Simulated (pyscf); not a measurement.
PySCF, gas phase, ωB97X-D3(BJ)/def2-SVP geometries.

Question: PBE/def2-TZVP puts the barrier of [HN=SiH]• + H₂ → H₂N–SiH: [singlet] + H• (hydrogen abstraction; doublet surface; H–H broken, H–N formed) at 12.1 kcal/mol and the reaction energy at +10.6 kcal/mol, from the separated reactants. What do B3LYP-D3(BJ)/def2-TZVP, PBE0-D3(BJ)/def2-TZVP, ωB97M-D3(BJ)/def2-TZVP give on the same structures?

Answer: B3LYP-D3(BJ): ΔE‡ = 15.0 kcal/mol, ΔE = +11.0 kcal/mol; PBE0-D3(BJ): ΔE‡ = 14.0 kcal/mol, ΔE = +5.9 kcal/mol; ωB97M-D3(BJ): ΔE‡ = 17.5 kcal/mol, ΔE = +4.5 kcal/mol. PBE's barrier lies under all of them, by 1.9 to 5.4 kcal/mol. Its reaction energy lies among theirs. One saddle was located; it need not be the lowest between these sides. The angle at the transferred H is 174°.
